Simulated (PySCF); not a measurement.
AlOF, optimised at B3LYP/6-31G*:

```xyz
3

Al     0.0064     0.0064    -0.0061
O      0.9450     0.9462    -0.9108
F     -0.9513    -0.9526     0.9169
```

Energies from PySCF (xtb for GFN2), thermal terms from the rigid-rotor harmonic-oscillator model, ideal gas at 1 bar. 6-31G* has spherical d functions here. All species are closed-shell singlets. B3LYP is the form with VWN-RPA correlation.

**Question.** List the harmonic frequencies (cm⁻¹, unscaled) at this level and at the other levels, each on its own geometry.

**Answer.** 
- B3LYP/6-31G*: 201, 201, 752, 1187
- GFN2-xTB: 251, 251, 694, 1195
- HF/6-31G*: 240, 240, 811, 1295
- PBE/def2-SVP: 203, 203, 731, 1154
- PBE0/def2-TZVP: 211, 211, 751, 1188
